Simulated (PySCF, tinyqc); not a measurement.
Inside a calculation. Method: CID on RHF in the sto-3g basis, frozen core, for HF, spin multiplicity 1. The lowest restricted solution is unstable here: a spin-polarised one lies 0.0007 hartree lower (PySCF). One step of it, computed by the program tinyqc.

Question. CID: determinants and Hamiltonian. Slater-Condon rules over spin orbitals, with the nuclear repulsion and the energy of the frozen orbital added and E(HF) subtracted on the diagonal. Only determinants linked to the reference directly or through others are kept (one block of an abelian symmetry group), so some states are absent.

one-electron integrals dressed by the frozen orbital, h + 2 (pq|11) - (p1|1q) (hartree), order 2, 3, 4, 5, 6:
$$\begin{pmatrix}
-6.740552 & 0.270979 & 0.000000 & 0.000000 & 0.503585 \\
0.270979 & -5.083003 & 0.000000 & 0.000000 & 1.415615 \\
0.000000 & 0.000000 & -6.115323 & 0.000000 & 0.000000 \\
0.000000 & 0.000000 & 0.000000 & -6.115323 & 0.000000 \\
0.503585 & 1.415615 & 0.000000 & 0.000000 & -4.335213
\end{pmatrix}$$

energy of the frozen orbital, 2 h_11 + (11|11) = -75.51423664 hartree

Two-electron integrals over orbitals (pq|rs), unique and non-zero (hartree); the lowest 1 orbital is frozen and left out:
```
(22|22) 0.871439    (32|22) -0.044856   (32|32) 0.136559    (33|22) 0.695734
(33|32) -0.015940   (33|33) 0.680964    (42|42) 0.188977    (43|42) -0.028774
(43|43) 0.035934    (44|22) 0.894181    (44|32) -0.066933   (44|33) 0.682513
(44|44) 0.997514    (52|52) 0.188977    (53|52) -0.028774   (53|53) 0.035934
(54|54) 0.053770    (55|22) 0.894181    (55|32) -0.066933   (55|33) 0.682513
(55|44) 0.889973    (55|55) 0.997514    (62|22) -0.087860   (62|32) -0.075242
(62|33) -0.022634   (62|44) -0.086812   (62|55) -0.086812   (62|62) 0.091592
(63|22) -0.233160   (63|32) 0.081553    (63|33) -0.094941   (63|44) -0.243358
(63|55) -0.243358   (63|62) 0.037817    (63|63) 0.228730    (64|42) -0.029172
(64|43) -0.021918   (64|64) 0.029197    (65|52) -0.029172   (65|53) -0.021918
(65|65) 0.029197    (66|22) 0.641584    (66|32) 0.047196    (66|33) 0.649960
(66|44) 0.625415    (66|55) 0.625415    (66|62) -0.054456   (66|63) -0.025399
(66|66) 0.677298
```

nuclear repulsion = 3.88466142 hartree

Hartree-Fock energy = -98.51447311 hartree

Give: determinants; H - E(HF) between determinants.

Answer.

Occupation strings over the orbitals (2 doubly, a alpha, b beta, 0 empty; spin orbitals ordered 1a 1b 2a 2b ...): 222220 222202 222022 220222 2ab222 2ba222 202222

H - E(HF) between determinants (hartree), order 222220, 222202, 222022, 220222, 2ab222, 2ba222, 202222:
$$\begin{pmatrix}
0.0000 & 0.0292 & 0.0292 & 0.2287 & -0.0378 & 0.0378 & 0.0916 \\
0.0292 & 0.8995 & 0.0538 & 0.0359 & 0.0288 & -0.0288 & 0.1890 \\
0.0292 & 0.0538 & 0.8995 & 0.0359 & 0.0288 & -0.0288 & 0.1890 \\
0.2287 & 0.0359 & 0.0359 & 0.9354 & 0.0725 & -0.0725 & 0.1366 \\
-0.0378 & 0.0288 & 0.0288 & 0.0725 & 1.7563 & -0.1366 & 0.1014 \\
0.0378 & -0.0288 & -0.0288 & -0.0725 & -0.1366 & 1.7563 & -0.1014 \\
0.0916 & 0.1890 & 0.1890 & 0.1366 & 0.1014 & -0.1014 & 2.7381
\end{pmatrix}$$
